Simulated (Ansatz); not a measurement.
**Relaxing Li₂Bi**

Method: DFT PBE, scalar-relativistic, plane waves, PAW in Ansatz 0.2.0. Cutoff 420 eV, Γ-centred k mesh, Gaussian smearing, no spin polarisation in the final step.

Li₂Bi was placed on the cubic Laves (C15) structure type (Fd-3m, No. 227), with Bi in place of Mg, Li in place of Cu, at a guessed volume.

```yaml
crystal:
  lattice:
    - [0.00000, 3.81396, 3.81396]
    - [3.81396, 0.00000, 3.81396]
    - [3.81396, 3.81396, 0.00000]
  atoms:
    - { symbol: Li, position: [0.62500, 0.62500, 0.62500] }
    - { symbol: Li, position: [0.12500, 0.62500, 0.62500] }
    - { symbol: Li, position: [0.62500, 0.62500, 0.12500] }
    - { symbol: Li, position: [0.62500, 0.12500, 0.62500] }
    - { symbol: Bi, position: [0.00000, 0.00000, 0.00000] }
    - { symbol: Bi, position: [0.25000, 0.25000, 0.25000] }
```

Cell and atoms relax at zero pressure; the relaxation can't lower the symmetry of the start. After a coarse first stage the cell is made exact in the group found at 0.06 Å.

Energies over the elements count from the elements' standard structures at the same level, with no empirical corrections.

(1) Which crystal results?

(2) What are its volume, energy, density and gap?

## Answers

(1) It keeps Fd-3m (No. 227). The result has the cubic Laves (C15) structure. Conventional cell: a = 7.999 Å. Around Li lie 6 Li at 2.83 Å and 6 Bi at 3.32 Å; Bi has 12 Li at 3.32 Å and 4 Bi at 3.46 Å.

```cif
data_structure
_symmetry_space_group_name_H-M 'Fd-3m:1'
_symmetry_Int_Tables_number 227
_cell_length_a 7.9988
_cell_length_b 7.9988
_cell_length_c 7.9988
_cell_angle_alpha 90.000
_cell_angle_beta 90.000
_cell_angle_gamma 90.000
_cell_volume 511.76
loop_
_atom_site_label
_atom_site_type_symbol
_atom_site_symmetry_multiplicity
_atom_site_Wyckoff_symbol
_atom_site_fract_x
_atom_site_fract_y
_atom_site_fract_z
_atom_site_occupancy
Li1 Li 16 c 0.12500 0.12500 0.12500 1
Bi1 Bi 8 b 0.00000 0.00000 0.50000 1
```

(2) The volume per atom is 21.32 Å³ and the density is 5.78 g/cm³. The energy over the elements is -0.20 eV/atom. The gap on the 8×8×8 mesh is 0 eV (a metal).

The final run used a 8×8×8 mesh on its 6-atom cell and 0.10 eV smearing. The k mesh leaves about 4 meV/atom of noise in metals. Spin–orbit coupling is left out. Symmetry constrained the relaxation, so the result can be a saddle point.

Cost: 3 runs of about 0.31 core-minutes in all, on Intel Xeon 6975P-C (Granite Rapids) (shared hosts).